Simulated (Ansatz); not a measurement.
**AlBH2 (triplet): B3LYP, wB97M-V over a scan of the distance B1–H3, 6-31G**

Aim: run AlBH2 (triplet) with these functionals over a scan of the distance B1–H3, and hold them against the top wave-function level at the same points.

The runs use Ansatz 0.2.0, Gaussian basis; 6-31G, all electrons in the functionals.

The runs, in order: B3LYP, wB97M-V, at 0.979 Å; 1.097 Å; 1.195 Å; 1.319 Å; 1.460 Å; 1.677 Å; 1.894 Å; 2.192 Å; 2.600 Å; 3.202 Å; 4.003 Å.

16 further runs of the same task are left out: 1 for a mislabelled method, 12 that didn't finish, 3 set aside as unsound or not needed.

## (1) The geometry

The geometry derives from a PBE0/def2-TZVP stationary point (not a proven minimum). One bond is set to the value named and the two fragments are kept rigid.

4 atoms, charge 0, spin multiplicity 3.

Atoms are counted from 1 here; the program's logs count them from 0.

Bond lengths: B1–Al2 2.058 Å, B1–H3 1.195 Å, B1–H4 1.195 Å. Angles: Al2–B1–H3 115.6°, Al2–B1–H4 115.6°, H3–B1–H4 128.7°.

As a file:

```xyz
4
AlBH2
B     0.0000    0.0000    1.3689
Al    0.0000    0.0000   -0.6894
H     0.0000    1.0776    1.8859
H     0.0000   -1.0776    1.8859
```

No dispersion term is added; wB97M-V holds VV10 nonlocal correlation. B3LYP takes the VWN-RPA correlation.

The geometry shown and the zero of energy belong to the point 1.195 Å. The yardstick, FCI, and other wave-function levels (R restricted, U unrestricted, valence and pair active spaces) come from earlier runs.

## (2) B3LYP, 0.979 Å

in.yaml reads:

```yaml
crystal:
  periodic: [false, false, false]
  atoms:
    - {symbol: B, position_ang: [0.000000, 0.004936, 1.371255]}
    - {symbol: Al, position_ang: [0.000000, 0.004936, -0.687022]}
    - {symbol: H, position_ang: [0.000000, 0.887596, 1.794755]}
    - {symbol: H, position_ang: [0.000000, -1.072676, 1.888293]}
basis:
  gaussian: {orbitals: 6-31G}
magnetization: {spin_polarized: true, initial_magnetization: 2}
hamiltonian: {xc: {name: B3LYP}}
```

Run with:

```
> ansatz run in.yaml --threads 1 --pin off --events-out ev --progress --plain --max-ram 2393MiB
```

After this run come: B3LYP, 1.097 Å; B3LYP, 1.195 Å; B3LYP, 1.319 Å; B3LYP, 1.460 Å; B3LYP, 1.677 Å; B3LYP, 1.894 Å; B3LYP, 2.192 Å; B3LYP, 2.600 Å; B3LYP, 3.202 Å; B3LYP, 4.003 Å; wB97M-V, 0.979 Å; wB97M-V, 1.097 Å; wB97M-V, 1.195 Å; wB97M-V, 1.319 Å; wB97M-V, 1.460 Å; wB97M-V, 1.677 Å; wB97M-V, 1.894 Å; wB97M-V, 2.192 Å; wB97M-V, 2.600 Å; wB97M-V, 3.202 Å; wB97M-V, 4.003 Å.

**Question.** What will the summary of the whole plan be? Wanted: span of the FCI curve; largest miss, B3LYP; largest miss, wB97M-V.

The runs gave:

```
             quantity                     value
span of the FCI curve             84.5 kcal/mol
  largest miss, B3LYP  +11.1 kcal/mol (4.003 Å)
largest miss, wB97M-V  +15.3 kcal/mol (2.600 Å)
```

What this shows: Of the functionals, B3LYP keep the smallest largest miss at the points compared (at most 11.1 kcal/mol) and wB97M-V strays most (15.3 kcal/mol, at 2.600 Å). Functionals and the yardstick converge differently with the basis, so part of each miss in 6-31G is the basis.
